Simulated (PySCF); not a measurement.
# ClF4: the cost of one run

Program: PySCF 2.14.0. Level of theory: method and basis as typed in the scripts. These are calculated values, not measurements.

### Step 1. Starting geometry

ClF4⁺: 5 atoms, charge 1, spin multiplicity 1.

Bond lengths: Cl1–F2 1.716 Å, Cl1–F3 1.716 Å, Cl1–F4 1.675 Å, Cl1–F5 1.675 Å. Angles: F2–Cl1–F3 175.3°, F2–Cl1–F4 88.6°, F2–Cl1–F5 88.6°, F3–Cl1–F4 88.6°, F3–Cl1–F5 88.6°, F4–Cl1–F5 106.9°.

As a file:

```xyz
5
charge 1, multiplicity 1
Cl    0.0000    0.0000   -0.3658
F     0.0000    1.7144   -0.2960
F     0.0000   -1.7144   -0.2960
F     1.3451    0.0000    0.6317
F    -1.3451    0.0000    0.6317
```

### Step 2. Base script

The input, input.py:

```python
from pyscf import gto, scf, mp

mol = gto.M(
    atom='Cl 0 0 -0.3658; F 0 1.7144 -0.296; F 0 -1.7144 -0.296; F 1.3451 0 0.6317; F -1.3451 0 0.6317',
    basis='ano-rcc-vdzp',
    charge=1,
    spin=0,
    verbose=4,
)
mf = scf.RHF(mol)
mf = mf.sfx2c1e()
mf.kernel()
mp.MP2(mf, frozen=9).kernel()
mf.dip_moment()
print('orbital energies (hartree):', mf.mo_energy[..., max(0, mol.nelec[1]-3):mol.nelec[0]+3].round(4))
```

Command:

```bash
OMP_NUM_THREADS=1 python input.py
```

**Question.** How long does this run take on 1 thread of Arm Neoverse N1, shared host, and how much memory does it need?

About 16 s, with a peak of 0.19 GiB.
